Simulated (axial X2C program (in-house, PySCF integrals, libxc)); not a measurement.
## Outer orbitals of Al₂⁻ at 2.568 Å, HF

Computed with an in-house all-electron X2C program for linear molecules (integrals from PySCF). Spin-free means the one-electron spin-free X2C Hamiltonian; two-component (2c) means X2C with spin–orbit coupling and atomic mean-field two-electron Coulomb and Gaunt terms, so the difference of the two also holds small scalar two-electron terms. Basis: Al dyall-av3z [9s9p3d2f] (cores contracted in-house); Gaussian nuclei, density fitting, unrestricted open shells. Masses: Al 26.982 u.

The distance is close to the 2c PBE0 minimum; the highest filled and lowest empty levels are listed.

Spin-free orbitals, state M_S = 3/2, Λ = 0 (beyond evenly filled blocks: σα, π+α, π-α) (Löwdin shares):

| symmetry | occupied | ε (eV) | atomic character |
| --- | --- | --- | --- |
| σα | yes | -10.12 | 74% Al s, 19% Al p, 6% Al d |
| σβ | yes | -6.54 | 82% Al s, 10% Al p, 6% Al d |
| σα | yes | -5.35 | 51% Al s, 39% Al p, 7% Al d |
| σβ | yes | -3.21 | 54% Al s, 33% Al p, 10% Al d |
| σα | yes | -1.94 | 75% Al p, 18% Al s, 5% Al d |
| π+α | yes | -1.53 | 88% Al p, 9% Al d |
| π-α | yes | -1.53 | 88% Al p, 9% Al d |
| σα | no | 2.39 | 84% Al p, 15% Al s |
| σβ | no | 2.40 | 83% Al p, 16% Al s |
| σβ | no | 2.88 | 81% Al p, 17% Al s |
| σα | no | 2.92 | 90% Al p, 9% Al s |

Spinors with spin–orbit coupling (state Ω = 3/2):

```json
{"ω": "1/2", "occupied": "yes", "ε (eV)": "-10.12", "atomic character": "74% Al s, 19% Al p, 6% Al d", "λ mixture": "100% σ"}
{"ω": "-1/2", "occupied": "yes", "ε (eV)": "-6.54", "atomic character": "82% Al s, 10% Al p, 6% Al d", "λ mixture": "100% σ"}
{"ω": "1/2", "occupied": "yes", "ε (eV)": "-5.35", "atomic character": "51% Al s, 39% Al p, 7% Al d", "λ mixture": "100% σ"}
{"ω": "-1/2", "occupied": "yes", "ε (eV)": "-3.21", "atomic character": "54% Al s, 33% Al p, 10% Al d", "λ mixture": "100% σ"}
{"ω": "1/2", "occupied": "yes", "ε (eV)": "-1.94", "atomic character": "75% Al p, 18% Al s, 5% Al d", "λ mixture": "100% σ"}
{"ω": "-1/2", "occupied": "yes", "ε (eV)": "-1.54", "atomic character": "88% Al p, 9% Al d", "λ mixture": "100% π"}
{"ω": "3/2", "occupied": "yes", "ε (eV)": "-1.53", "atomic character": "88% Al p, 9% Al d", "λ mixture": "100% π"}
{"ω": "1/2", "occupied": "no", "ε (eV)": "2.42", "atomic character": "86% Al p, 13% Al s", "λ mixture": "100% σ"}
{"ω": "-1/2", "occupied": "no", "ε (eV)": "2.43", "atomic character": "85% Al p, 14% Al s", "λ mixture": "100% σ"}
{"ω": "-1/2", "occupied": "no", "ε (eV)": "2.88", "atomic character": "81% Al p, 17% Al s", "λ mixture": "100% σ"}
{"ω": "1/2", "occupied": "no", "ε (eV)": "2.92", "atomic character": "90% Al p, 9% Al s", "λ mixture": "100% σ"}
```

(1) How does the gap between the highest filled and lowest empty level change from the spin-free to the 2c table?

Mulliken charges and populations of the two-component result (they depend on the basis, above all on diffuse functions):

Al1 -0.50 e (s 5.80 p 7.60 d 0.09 f 0.01), Al2 -0.50 e (s 5.80 p 7.60 d 0.09 f 0.01). ⟨Lz⟩ = 0.00 ħ and ⟨Sz⟩ = 1.50 ħ (0.75 and 0.75 on the two atoms), which add up to Ω.

The state is a single determinant with fixed occupations, the lowest that a limited PBE0 search found. Other states lie close and PBE0, whose exact exchange favours high spin, may order them wrongly; the determinant shown need not be the ground state. The nearest other spin-free determinant of the search, M_S = 1/2, Λ = 0, lies 0.18 eV up at the distance of the search. With several unpaired electrons one determinant need not be a pure state. This is the top spin component of a Σ state; components of lower Ω are not single determinants and can lie lower.

Answers

(1) From 3.92 to 3.95 eV at HF, a change of 0.03 eV.
